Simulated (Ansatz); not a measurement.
# C4H10: ionisation energy by level of theory

The task here is to estimate one member of a computed series from the others.

Program: Ansatz 0.2.0, Gaussian basis. Level of theory: unrestricted cation, the program's frozen cores in correlated methods. These are calculated values, not measurements.

Plan: UKS PBE-D4/def2-TZVPP; UKS r2SCAN-D4/def2-TZVPP; UKS PBE0-D4/def2-TZVPP; UKS B3LYP-D4/def2-TZVPP; UKS wB97X-V/def2-TZVPP; UKS wB97M-V/def2-TZVPP; UKS B2PLYP/def2-TZVPP; UHF-CCSD(T)/def2-TZVPP; UHF-MP2/def2-QZVPP; extrapolation to the limit; then −ε(HOMO) from the neutral's earlier runs with LDA (SPW92), PBE-D4, revPBE-D4, BLYP-D4, r2SCAN-D4, B97M-V, PBE0-D4, B3LYP-D4, r2SCANh-D4, r2SCAN0-D4, HSE06-D4, BHLYP-D4, CAM-B3LYP-D4, LC-ωPBE, ωB97X-V, ωB97M-V.

## Structure used throughout

An earlier PBE0-D4 in a triple-zeta def2 set relaxation fixed the geometry.

SMILES `CCCC`, 14 atoms, charge 0, spin multiplicity 1.

Atoms are counted from 1 here; the program's logs count them from 0.

Bond lengths: C1–C2 1.519 Å, C1–H5 1.094 Å, C1–H6 1.092 Å, C1–H7 1.094 Å, C2–C3 1.520 Å, C2–H8 1.096 Å, C2–H9 1.096 Å, C3–C4 1.519 Å, C3–H10 1.096 Å, C3–H11 1.096 Å, C4–H12 1.094 Å, C4–H13 1.094 Å, C4–H14 1.092 Å. Angles: C2–C1–H5 111.1°, C2–C1–H6 111.7°, C2–C1–H7 111.1°, H5–C1–H6 107.7°, H5–C1–H7 107.4°, H6–C1–H7 107.7°, C1–C2–C3 113.1°, C1–C2–H8 109.7°, C1–C2–H9 109.7°, C3–C2–H8 109.1°, C3–C2–H9 109.1°, H8–C2–H9 105.9°, C2–C3–C4 113.1°, C2–C3–H10 109.1°, C2–C3–H11 109.1°, C4–C3–H10 109.7°, C4–C3–H11 109.7°, H10–C3–H11 105.9° and more.

The first run:

The input, in.yaml:

```yaml
crystal:
  periodic: [false, false, false]
  atoms:
    - {symbol: C, position_ang: [-0.953264, 1.676963, -0.250492]}
    - {symbol: C, position_ang: [-0.437894, 0.431142, 0.448338]}
    - {symbol: C, position_ang: [0.434947, -0.436007, -0.444614]}
    - {symbol: C, position_ang: [0.952240, -1.680634, 0.254917]}
    - {symbol: H, position_ang: [-1.553425, 1.416765, -1.127101]}
    - {symbol: H, position_ang: [-1.577505, 2.281830, 0.411227]}
    - {symbol: H, position_ang: [-0.126917, 2.305820, -0.594042]}
    - {symbol: H, position_ang: [-1.283393, -0.164993, 0.811631]}
    - {symbol: H, position_ang: [0.133127, 0.717220, 1.339587]}
    - {symbol: H, position_ang: [1.279547, 0.160570, -0.809273]}
    - {symbol: H, position_ang: [-0.136651, -0.723452, -1.335051]}
    - {symbol: H, position_ang: [0.126891, -2.309203, 0.601386]}
    - {symbol: H, position_ang: [1.554378, -1.418882, 1.129705]}
    - {symbol: H, position_ang: [1.575116, -2.286341, -0.407320]}
basis:
  gaussian: {orbitals: def2-TZVPP}
total_charge: 1
magnetization: {spin_polarized: true, initial_magnetization: 1}
hamiltonian: {xc: pbe, dispersion: d4}
```

The run is started by

```console
$ ansatz run in.yaml --threads 2 --pin off --events-out ev --progress --plain --max-ram 20480MiB --backend cpu
```

Steps of the session up to this table: Cation, UKS PBE-D4/def2-TZVPP; Cation, UKS r2SCAN-D4/def2-TZVPP; Cation, UKS PBE0-D4/def2-TZVPP; Cation, UKS B3LYP-D4/def2-TZVPP; Cation, UKS wB97X-V/def2-TZVPP; Cation, UKS wB97M-V/def2-TZVPP; Cation, UKS B2PLYP (frozen core)/def2-TZVPP; Cation, UHF-CCSD(T)/def2-TZVPP; Cation, UHF-MP2/def2-QZVPP.

One of the session's tables, all rows but one given; the rest of the session is left out.

For comparison, −ε(HOMO) of the neutral from earlier runs:

| functional | −ε(HOMO) (eV) |
| --- | --- |
| LDA (SPW92) | 7.54 |
| PBE-D4 | 7.56 |
| revPBE-D4 | 7.54 |
| BLYP-D4 | ? |
| r2SCAN-D4 | 7.86 |
| B97M-V | 8.01 |
| PBE0-D4 | 8.96 |
| B3LYP-D4 | 8.80 |
| r2SCANh-D4 | 8.38 |
| r2SCAN0-D4 | 9.16 |
| HSE06-D4 | 8.56 |
| BHLYP-D4 | 10.37 |
| CAM-B3LYP-D4 | 10.43 |
| LC-ωPBE | 11.76 |
| ωB97X-V | 11.45 |
| ωB97M-V | 11.31 |

Estimate the missing values for BLYP-D4.

Worked estimate for «−ε(HOMO) (eV)». Against the share of exact exchange, B3LYP-D4 (0.2, 8.80), BHLYP-D4 (0.5, 10.37) give a slope of 5.23 per unit share; at 0 the line stands at 7.75.

As computed: −ε(HOMO) (eV): 7.53. In «−ε(HOMO) (eV)» the line misses by +0.22.
